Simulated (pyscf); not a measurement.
**Four-centre exchange: HO–Zn–Cl (SMILES [OH][Zn][Cl]) + H₂S (SMILES S) → H₂O (SMILES O) + HS–Zn–Cl (SMILES [SH][Zn][Cl])**

Gas phase, singlet surface, charge 0. Bonds broken: O1–Zn2, S5–H6. Bonds formed: O1–H6, Zn2–S5. Single points on ωB97X-D3(BJ)/def2-SVP structures (PySCF, gas phase).

Transition state (Å):

```xyz
7

O     -0.8888     0.1178     1.1568
Zn     0.3253     0.5820    -0.1924
Cl     2.1126     1.5944    -0.7233
H     -1.0452     0.4303     2.0532
S     -1.3180    -0.8454    -1.3483
H     -1.5445    -0.5763     0.1068
H     -0.6371    -1.9909    -1.1447
```

One imaginary mode, 635i cm⁻¹; descent along it reached the two sides named, in the forms told below.

```csv
bond,change,reactant side (Å),saddle,product side
O1–Zn2,breaks,1.812,1.873,2.099
S5–H6,breaks,1.360,1.497,3.9
O1–H6,forms,2.044,1.419,0.966
Zn2–S5,forms,2.589,2.465,2.183
```

Electronic energies relative to the separated reactants (kcal/mol):

```csv
level,barrier,reaction energy,reverse barrier
ωB97X-D3(BJ)/def2-TZVP,-7.1,-15.7,8.7
PBE/def2-TZVP,-6.5,-13.9,7.4
r²SCAN/def2-TZVP,-8.0,-13.9,5.9
B3LYP-D3(BJ)/def2-TZVP,-5.1,-13.9,8.8
PBE0-D3(BJ)/def2-TZVP,-7.9,-15.8,7.9
M06-2X/def2-TZVP,-8.1,-15.0,6.9
ωB97M-D3(BJ)/def2-TZVP,-4.1,-14.2,10.0
HF/def2-TZVP,5.3,-14.7,20.0
```

With ωB97M-D3(BJ)/def2-TZVP energies and thermal terms (ideal gas, 1 atm, RRHO with modes under 100 cm⁻¹ raised to 100, one conformer, R ln 2 for rigid chiral ones), in kcal/mol:

| T (K) | ΔH‡ | ΔG‡ | ΔH | ΔG |
|---|---|---|---|---|
| 298 | -4.5 | 5.6 | -12.4 | -12.4 |
| 600 | -4.2 | 15.7 | -12.4 | -12.4 |
| 900 | -3.5 | 25.5 | -12.5 | -12.3 |
| 1200 | -2.8 | 35.0 | -12.6 | -12.3 |

On the reactant side the descent ends in an adduct with a S–Zn contact, 12.9 kcal/mol under the separated species and 5.8 kcal/mol under the saddle at ωB97X-D3(BJ)/def2-TZVP. On the product side the descent ends in an adduct with a O–Zn contact (not fully relaxed), 15.7 kcal/mol under the separated species and 24.3 kcal/mol under the saddle at ωB97X-D3(BJ)/def2-TZVP. At ωB97X-D3(BJ), PBE, r²SCAN, B3LYP-D3(BJ), PBE0-D3(BJ), M06-2X, ωB97M-D3(BJ) the saddle lies under the separated reactants, which points to a path from their complex (located at ωB97X-D3(BJ) alone). What is counted as formed (S–Zn) is already present as a longer contact in the reactant adduct; forming that adduct is a step of its own. What is counted as broken (O–Zn) persists as a longer contact in the product adduct; parting that adduct is a step of its own. This is the saddle that the search found; another between the same sides may lie lower. Elements up to Kr have no core potential and no relativistic terms here.
